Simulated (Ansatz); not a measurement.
**AlH₅S: how energies converge with the basis set**

The task here is to estimate one member of a computed series from the others.

The runs use Ansatz 0.2.0, Gaussian basis; one geometry, several basis sets.

The runs, in order: PBE0-D4/def2-SVP; ωB97M-V/def2-SVP; PBE0-D4/def2-QZVPP; ωB97M-V/def2-QZVPP; CCSD(T)/cc-pV(D+d)Z; CCSD(T)/cc-pV(T+d)Z; CCSD(T)/cc-pV(Q+d)Z; the functionals' def2-TZVPP values are taken from earlier runs.

### Structure used throughout

The geometry comes from an earlier relaxation with PBE0-D4 in a triple-zeta def2 set; it is a stationary point, not always the lowest conformer.

SMILES `[AlH3-][SH2+]`, 7 atoms, charge 0, spin multiplicity 1.

Atoms are counted from 1 here; the program's logs count them from 0.

Bond lengths: Al1–S2 2.535 Å, Al1–H3 1.595 Å, Al1–H4 1.595 Å, Al1–H5 1.597 Å, S2–H6 1.344 Å, S2–H7 1.344 Å. Angles: S2–Al1–H3 95.5°, S2–Al1–H4 95.4°, S2–Al1–H5 98.7°, H3–Al1–H4 119.1°, H3–Al1–H5 118.5°, H4–Al1–H5 118.5°, Al1–S2–H6 97.8°, Al1–S2–H7 97.8°, H6–S2–H7 92.8°.

Set-up of the first run:

Input file in.yaml:

```yaml
crystal:
  periodic: [false, false, false]
  atoms:
    - {symbol: Al, position_ang: [-0.613996, -0.748953, -0.513778]}
    - {symbol: S, position_ang: [0.625006, 0.694468, 1.161525]}
    - {symbol: H, position_ang: [0.050613, -2.123604, -0.051252]}
    - {symbol: H, position_ang: [-2.072172, -0.374631, 0.014401]}
    - {symbol: H, position_ang: [-0.091162, -0.063930, -1.857996]}
    - {symbol: H, position_ang: [0.328684, 1.890979, 0.625504]}
    - {symbol: H, position_ang: [1.834326, 0.657670, 0.575895]}
basis:
  gaussian: {orbitals: def2-SVP}
hamiltonian: {xc: pbe0, dispersion: d4}
output: {orbitals: {seedname: orbitals}}
```

The run is started by

```
ansatz run in.yaml --threads 4 --pin off --events-out ev --progress --plain --max-ram 10444MiB
```

Among the steps run: PBE0-D4 in def2-SVP; ωB97M-V in def2-SVP; PBE0-D4 in def2-QZVPP; ωB97M-V in def2-QZVPP.

One table of the session follows, with a row left open; its other results are not shown here.

| functional | basis | HOMO (eV) |
| --- | --- | --- |
| PBE0-D4 | def2-SVP | -7.77 |
| PBE0-D4 | def2-TZVPP | -7.81 |
| PBE0-D4 | def2-QZVPP | ? |
| ωB97M-V | def2-SVP | -9.96 |
| ωB97M-V | def2-TZVPP | -10.05 |
| ωB97M-V | def2-QZVPP | -10.06 |

Estimate the missing values for PBE0-D4, def2-QZVPP.

The run gave: HOMO (eV): -7.82. In the column «HOMO (eV)» it lies between ωB97M-V, def2-SVP (-9.96) and PBE0-D4, def2-TZVPP (-7.81).
